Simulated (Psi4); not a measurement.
**SVWN5/def2-TZVPPD run of [HO2]− (hydroperoxide(1-))**

Aim: the energy change on altering one bond length of [HO2]− (hydroperoxide(1-)) at SVWN5/def2-TZVPPD, from 2 runs. 

The results are computed with Psi4 1.11.

1 further run of the same task is left out (set aside as unsound or not needed).

### 1 The structure to begin with

The species is [HO2]− (3 atoms), meant as a singlet with charge -1. As SMILES, `[O-]O`. Geometry: relaxed at PBE0-D4/def2-TZVPD.

Bond lengths: O1–O2 1.479 Å, O2–H3 0.961 Å. Angles: O1–O2–H3 100.1°.

### 2 A single-point energy at SVWN5/def2-TZVPPD

job.in

```
memory 2200 mb

molecule {
  -1 1
  O
  O 1 1.479374
  H 2 0.960735 1 100.13206
  symmetry c1
}

set {
  basis def2-TZVPPD
  reference rks
  puream true
  e_convergence 1e-09
  d_convergence 1e-08
  scf_type pk
  dft_radial_points 99
  dft_spherical_points 590
}

energy("scf", dft_functional={"name": "SVWN5", "x_functionals": {"LDA_X": {}}, "c_functionals": {"LDA_C_VWN": {}}})
```

Launch:

```console
psi4 -n 1 job.in job.out
```

job.out, shortened:

```text
[...]
  Running in c1 symmetry.
[...]
  Nuclear repulsion =   29.527073894341395
[...]
  Multiplicity = 1
[...]
  Nalpha       = 9
  Nbeta        = 9
[...]
    Number of basis functions: 97
[...]
   @RKS iter   1:  -149.65312941162742   -2.38871e-01   8.51750e-03 DIIS/ADIIS
[...]
   @RKS iter  12:  -149.94403768164301   -2.47269e-12   5.72225e-09 DIIS
[...]
    Orbital Energies [Eh]
    ---------------------
    Doubly Occupied:
       1A    -18.394144     2A    -18.314526     3A     -0.703392
       4A     -0.454263     5A     -0.180460     6A     -0.102619
       7A     -0.060028     8A      0.074365     9A      0.099571
[...]
  @RKS Final Energy:  -149.94403768164301
   => Energetics <=
    Nuclear Repulsion Energy =             29.5270738943413953
    One-Electron Energy =                -271.5985462412115794
    Two-Electron Energy =                 108.6460785922062513
    DFT Exchange-Correlation Energy =     -16.5186439269790490
    Empirical Dispersion Energy =           0.0000000000000000
    VV10 Nonlocal Energy =                  0.0000000000000000
    Total Energy =                       -149.9440376816430103
[...]
 Multipole Moments:
 ------------------------------------------------------------------------------------
     Multipole            Electronic (a.u.)      Nuclear  (a.u.)        Total (a.u.)
 ------------------------------------------------------------------------------------
 L = 1.  Multiply by 2.5417464519 to convert [e a0] to [Debye]
 Dipole X            :         -0.3064891            0.8592570            0.5527680
 Dipole Y            :         -0.1487173           -0.8255909           -0.9743082
 Dipole Z            :         -0.0000000            0.0000000           -0.0000000
 Magnitude           :                                                    1.1201915
[...]
```

It took 14 s on 1 thread of Intel Xeon at 2.50GHz (Skylake/Cascade Lake), shared host; peak memory 0.49 GiB.

### 3 The distorted shape: energy and forces at SVWN5/def2-TZVPPD

run.py

```python
import psi4

psi4.set_memory(2200000000)
psi4.set_num_threads(1)
psi4.set_output_file('output.dat', False)

m = psi4.geometry("""
-1 1
O     -0.392411     1.467044    -0.050853
O     -0.242260    -0.445880    -0.180750
H      0.600030    -0.579720     0.261570
symmetry c1
""")

options = {'basis': 'def2-TZVPPD', 'puream': True, 'e_convergence': 1e-09, 'd_convergence': 1e-08, 'scf_type': 'pk', 'dft_radial_points': 99, 'dft_spherical_points': 590}
psi4.set_options(options)

energy_value, wavefunction = psi4.gradient("scf", dft_functional={"name": "SVWN5", "x_functionals": {"LDA_X": {}}, "c_functionals": {"LDA_C_VWN": {}}}, molecule=m, return_wfn=True)
psi4.oeprop(wavefunction, "MAYER_INDICES", "QUADRUPOLE", "MULLIKEN_CHARGES")
print('gradient / Eh bohr^-1')
print(energy_value.np.round(6))
print(f'energy = {wavefunction.energy():.10f} Eh')
```

Launch:

```console
python run.py
```

output.dat, shortened:

```text
[...]
  Running in c1 symmetry.
[...]
  Nuclear repulsion =   23.860121011768907
[...]
  Multiplicity = 1
[...]
  Nalpha       = 9
  Nbeta        = 9
[...]
    Number of basis functions: 97
[...]
   @RKS iter   1:  -149.64269637000399   -4.72295e-01   8.13725e-03 ADIIS/DIIS
[...]
   @RKS iter  14:  -149.90279269291605   -1.66835e-11   2.74666e-09 DIIS
[...]
    Orbital Energies [Eh]
    ---------------------
    Doubly Occupied:
       1A    -18.399692     2A    -18.360462     3A     -0.642500
       4A     -0.492251     5A     -0.164530     6A     -0.082076
       7A     -0.033275     8A      0.040616     9A      0.049483
[...]
  @RKS Final Energy:  -149.90279269291605
   => Energetics <=
    Nuclear Repulsion Energy =             23.8601210117689071
    One-Electron Energy =                -260.1683832097522213
    Two-Electron Energy =                 102.8001278102782834
    DFT Exchange-Correlation Energy =     -16.3946583052110348
    Empirical Dispersion Energy =           0.0000000000000000
    VV10 Nonlocal Energy =                  0.0000000000000000
    Total Energy =                       -149.9027926929160515
[...]
  -Total Gradient:
     Atom            X                  Y                   Z
    ------   -----------------  -----------------  -----------------
       1       -0.008731580908     0.063807007390    -0.000000000000
       2        0.023557197519    -0.052957697470    -0.000000000000
       3       -0.014825471166    -0.010849483836    -0.000000000000
[...]
 Multipole Moments:
 ------------------------------------------------------------------------------------
     Multipole            Electronic (a.u.)      Nuclear  (a.u.)        Total (a.u.)
 ------------------------------------------------------------------------------------
 L = 1.  Multiply by 2.5417464519 to convert [e a0] to [Debye]
 Dipole X            :         -0.3386793            0.8960816            0.5574023
 Dipole Y            :          0.1820880           -0.9952478           -0.8131598
 Dipole Z            :         -0.0000000            0.0000000           -0.0000000
 Magnitude           :                                                    0.9858631
 L = 2.  Multiply by 1.3450342976 to convert [e a0^2] to [Debye ang]
 Quadrupole XX       :        -13.9876295            3.3866804          -10.6009491
 Quadrupole XY       :          4.4216963           -5.6057317           -1.1840354
[...]
```

On the terminal:

```text
gradient / Eh bohr^-1
[[-0.008732  0.063807 -0.      ]
 [ 0.023557 -0.052958 -0.      ]
 [-0.014825 -0.010849 -0.      ]]
energy = -149.9027926929 Eh
```

Run time: 25 s. Hardware: 1 thread of Intel Xeon at 2.50GHz (Skylake/Cascade Lake), shared host; peak memory 0.49 GiB.

### 4 What came out

Level: SVWN5/def2-TZVPPD.

```
                                                              quantity          value
                                             first shape: total energy  -149.94404 Eh
                                              first shape: HOMO energy        2.71 eV
                                              first shape: LUMO energy        4.29 eV
    first shape: HOMO–LUMO gap (to an unbound level, set by the basis)        1.58 eV
                                         distorted shape: total energy  -149.90279 Eh
                                          distorted shape: HOMO energy        1.35 eV
                                          distorted shape: LUMO energy        2.01 eV
distorted shape: HOMO–LUMO gap (to an unbound level, set by the basis)        0.66 eV
                             distorted shape: largest force on an atom     3.312 eV/Å
     energy change with the O1–O2 bond stretched from 1.479 to 1.923 Å       1.122 eV
```

What this shows: With the O1–O2 bond stretched from 1.479 to 1.923 Å the energy rises by 1.12 eV (108 kJ/mol). The first shape isn't relaxed at this level, so the change isn't measured from a minimum. The HOMO (first shape) lies at positive energy, 2.71 eV, as semi-local functionals often give for anions; only total energies tell whether the electron is bound. Mulliken charges (distorted shape) run from -0.69 on O1 to +0.16 on H3; in a basis this large or diffuse they mean little. The HOMO (distorted shape) lies at positive energy, 1.35 eV, as semi-local functionals often give for anions; only total energies tell whether the electron is bound.
